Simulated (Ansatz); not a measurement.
```yaml
crystal:
  periodic: [false, false, false]
  atoms:
    - {symbol: Br, position_ang: [0.000000, 0.000000, 0.000000]}
    - {symbol: Br, position_ang: [0.000000, 0.000000, 2.232000]}
basis:
  gaussian: {orbitals: def2-TZVP}
total_charge: 1
magnetization: {spin_polarized: true, initial_magnetization: 3}
hamiltonian: {xc: pbe0}
relax: {f_tol: 0.004, max_steps: 80}
```

```sh
$ ansatz run in.yaml --threads 1 --pin off --events-out ev --progress --plain --max-ram 2176MiB
```

Steps of the relaxation (energy above the last step; positions in Å, forces in eV/Å):

```
2
step 1, 530.5 meV
Br    0.000    0.000    0.000    0.000    0.000   -4.378
Br    0.000    0.000    2.232    0.000    0.000    4.378
```

```
2
step 2, 14.7 meV
Br    0.000    0.000   -0.134    0.000    0.000   -0.271
Br    0.000    0.000    2.366    0.000    0.000    0.271
```

```
2
step 3, 6.0 meV
Br    0.000    0.000   -0.154    0.000    0.000   -0.173
Br    0.000    0.000    2.386    0.000    0.000    0.173
```

```
2
step 4, 0.0 meV
Br    0.000    0.000   -0.189    0.000    0.000    0.001
Br    0.000    0.000    2.421    0.000    0.000   -0.001
```

Close pairs at the end: Br1–Br2 2.610 Å.

A stationary point of unrestricted PBE0 after 4 steps, with ⟨S²⟩ = 3.757 against 3.75 for a pure state. 40 s on 1 thread of Arm Neoverse V2, shared host.
